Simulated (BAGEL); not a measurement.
# H2S3: levels of theory compared

Wanted: a comparison of 4 runs (B3LYP/6-31G*, B3LYP/6-311+G**, PBE0/6-311+G**, RI-MP2/6-311+G**) of H2S3. 

The calculation is run with BAGEL 1.2.2.

## 1. Starting point

H2S3 has 5 atoms, charge 0, and is taken as a singlet. The shape is that of a GFN2-xTB optimisation.

Bond lengths: S1–S2 2.051 Å, S2–S3 2.051 Å, S1–H4 1.338 Å, S3–H5 1.339 Å. Angles: S1–S2–S3 108.2°, S2–S1–H4 98.2°, S2–S3–H5 98.2°.

## 2. A single-point energy at B3LYP/6-31G(d) (density fitting with qzvpp-jkfit, spherical functions) (run 1)

input.json

```json
{ "bagel" : [

{
  "title" : "molecule",
  "basis" : "6-31gs.json",
  "df_basis" : "qzvpp-jkfit",
  "angstrom" : "true",
  "geometry" : [
    { "atom" : "S", "xyz" : [    0.623850,    0.138460,    1.545950 ] },
    { "atom" : "S", "xyz" : [    0.177730,    0.953140,   -0.282180 ] },
    { "atom" : "S", "xyz" : [   -0.690650,   -0.503070,   -1.435750 ] },
    { "atom" : "H", "xyz" : [    1.854960,   -0.303010,    1.262950 ] },
    { "atom" : "H", "xyz" : [   -1.965890,   -0.285520,   -1.090980 ] }
  ]
},
{
  "title" : "ks",
  "xc_func" : "b3lyp"
},
{
  "title" : "print",
  "file" : "orbitals.molden",
  "orbitals" : "true"
}

]}
```

The basis set 6-31G* is read from a file made from the Basis Set Exchange's data (not shown).

Started as:

```bash
BAGEL_NUM_THREADS=1 BAGEL input.json > input.out
```

What it wrote:

```text
* using 1 threads per process

  ===============================================================
  ===============================================================

  *** Geometry ***

  { "atom" : "S", "xyz" : [      1.178906,      0.261651,      2.921422 ] },
  { "atom" : "S", "xyz" : [      0.335861,      1.801174,     -0.533243 ] },
  { "atom" : "S", "xyz" : [     -1.305139,     -0.950665,     -2.713174 ] },
  { "atom" : "H", "xyz" : [      3.505366,     -0.572606,      2.386630 ] },
  { "atom" : "H", "xyz" : [     -3.714994,     -0.539555,     -2.061653 ] },

  Number of auxiliary basis functions:      420

  Since a DF basis is specified, we compute 2- and 3-index integrals:
    o Being stored without compression. Storage requirement is 0.011 GB

  Number of basis functions:       58
  Number of electrons      :       50

    * METHOD: MOLECULE                             0.40

  *** Kohn-Sham DFT ***

    * Removing 7826 points whose weight is below 1.00e-10
    * Grid points: 66704

  === Nuclear Repulsion ===
   196.7418455583

       - DIIS with orbital gradients will be used.

  === KS iteration (b3lyp / 6-31gs.json) ===
      0      -1178.29343211          0.17459251           0.51
      1      -1179.76241128          0.11504207           0.46
      2      -1157.90169525          0.17955122           0.45
[... 15 lines of this table left out ...]
     18      -1195.75568803          0.00000001           0.37
    * SCF iteration converged.

    * Permanent dipole moment:
           (    0.041018,     0.217087,    -0.063470) a.u.

    * METHOD: KS                                   8.14

    * METHOD: PRINT                                0.01

  ===============================================================
```

It took 9 s on 1 thread of Intel Xeon at 2.50GHz (Skylake/Cascade Lake), shared host.

## 3. The energy at B3LYP/6-311+G(d,p) (density fitting with qzvpp-jkfit) (run 2)

input.json: that of step 2 with these lines changed.

```diff
@@ -4,3 +4,3 @@
   "title" : "molecule",
-  "basis" : "6-31gs.json",
+  "basis" : "6-311+gss.json",
   "df_basis" : "qzvpp-jkfit",
```

The basis set 6-311+G** is read from a file made from the Basis Set Exchange's data (not shown).

Started as:

```bash
BAGEL_NUM_THREADS=1 BAGEL input.json > input.out
```

What it wrote:

```text
* using 1 threads per process

  ===============================================================
  ===============================================================

  *** Geometry ***

  { "atom" : "S", "xyz" : [      1.178906,      0.261651,      2.921422 ] },
  { "atom" : "S", "xyz" : [      0.335861,      1.801174,     -0.533243 ] },
  { "atom" : "S", "xyz" : [     -1.305139,     -0.950665,     -2.713174 ] },
  { "atom" : "H", "xyz" : [      3.505366,     -0.572606,      2.386630 ] },
  { "atom" : "H", "xyz" : [     -3.714994,     -0.539555,     -2.061653 ] },

  Number of auxiliary basis functions:      420

  Since a DF basis is specified, we compute 2- and 3-index integrals:
    o Being stored without compression. Storage requirement is 0.035 GB

  Number of basis functions:      102
  Number of electrons      :       50

    * METHOD: MOLECULE                             0.43

  *** Kohn-Sham DFT ***

    * Removing 7826 points whose weight is below 1.00e-10
    * Grid points: 66704

  === Nuclear Repulsion ===
   196.7418455583

       - DIIS with orbital gradients will be used.

  === KS iteration (b3lyp / 6-311+gss.json) ===
      0      -1045.25619861          0.56815053           0.69
      1      -1039.57181008          0.62096634           0.68
      2      -1119.47509753          0.27368436           0.72
[... 14 lines of this table left out ...]
     17      -1195.85298049          0.00000001           0.68
    * SCF iteration converged.

    * Permanent dipole moment:
           (    0.040376,     0.213300,    -0.062371) a.u.

    * METHOD: KS                                  13.28

    * METHOD: PRINT                                0.02

  ===============================================================
```

Run time: 14 s. Hardware: 1 thread of Intel Xeon at 2.50GHz (Skylake/Cascade Lake), shared host; peak memory 0.34 GiB.

Run 3 isn't shown in full; the table further down has it.

## 4. A single-point energy at RI-MP2/6-311+G(d,p) (density fitting with qzvpp-jkfit) (run 4)

job.json

```json
{ "bagel": [

{
  "title": "molecule",
  "basis": "6-311+gss.json",
  "df_basis": "qzvpp-jkfit",
  "angstrom": true,
  "geometry": [
    { "atom": "S", "xyz": [    0.623850,    0.138460,    1.545950 ] },
    { "atom": "S", "xyz": [    0.177730,    0.953140,   -0.282180 ] },
    { "atom": "S", "xyz": [   -0.690650,   -0.503070,   -1.435750 ] },
    { "atom": "H", "xyz": [    1.854960,   -0.303010,    1.262950 ] },
    { "atom": "H", "xyz": [   -1.965890,   -0.285520,   -1.090980 ] }
  ]
},
{ "title": "hf" },
{ "title": "mp2", "ncore": 15 }

]}
```

The basis set 6-311+G** is read from a file made from the Basis Set Exchange's data (not shown).

Started as:

```bash
BAGEL_NUM_THREADS=1 BAGEL job.json > job.out
```

What it wrote:

```text
* using 1 threads per process

  ===============================================================
  ===============================================================

  *** Geometry ***

[... 29 lines left out ...]
    * SCF iteration converged.
[... 1 line left out ...]
    * Permanent dipole moment:
[... 2 lines left out ...]
    * METHOD: HF                                   2.03

  *** RHF ***

  === Nuclear Repulsion ===
   196.7418455583

      * DIIS with orbital gradients will be used.

  === RHF iteration (6-311+gss.json) ===
      0      -1193.76611383          0.00000000           0.16
    * SCF iteration converged.

    * Permanent dipole moment:
           (    0.043302,     0.228336,    -0.066824) a.u.

  === DF-MP2 calculation ===

    * freezing 15 orbitals
    * 3-index integral transformation done
    * assembly done

      MP2 correlation energy:   -0.3925503434      0.08

      MP2 total energy:       -1194.1586641740

    * METHOD: MP2                                  0.43

  ===============================================================
```

It took 3.6 s on 1 thread of Intel Xeon at 2.50GHz (Skylake/Cascade Lake), shared host.

## 5. All runs side by side

```csv
run,level,frozen core orbitals,energy (Eh),dipole moment (D),HOMO energy (eV),LUMO energy (eV),wall time
1,"B3LYP/6-31G* (density fitting with qzvpp-jkfit, spherical functions)",–,-1195.755688,0.58,-7.26,-1.58,9 s
2,B3LYP/6-311+G** (density fitting with qzvpp-jkfit),–,-1195.852980,0.57,-7.36,-1.75,14 s
3,PBE0/6-311+G** (density fitting with qzvpp-jkfit),–,-1195.381324,0.60,-7.61,-1.52,14 s
4,RI-MP2/6-311+G** (density fitting with qzvpp-jkfit),15,-1194.158664,–,–,–,3.6 s
```

## 6. Outcome

| quantity | value |
| --- | --- |
| run 4: total energy | -1194.15866 Eh |
| run 4: correlation energy (15 core orbitals frozen) | -392.6 mEh |

What this shows: Over runs 1, 2, 3 the dipole moment (its size) runs from 0.57 D (B3LYP/6-311+G**) to 0.60 D (PBE0/6-311+G**). Over runs 1, 2, 3 the HOMO–LUMO gap runs from 5.62 eV (B3LYP/6-311+G**) to 6.09 eV (PBE0/6-311+G**). Totals of different functionals can't be ranked against each other. All runs together took 41 s, the longest 14 s.
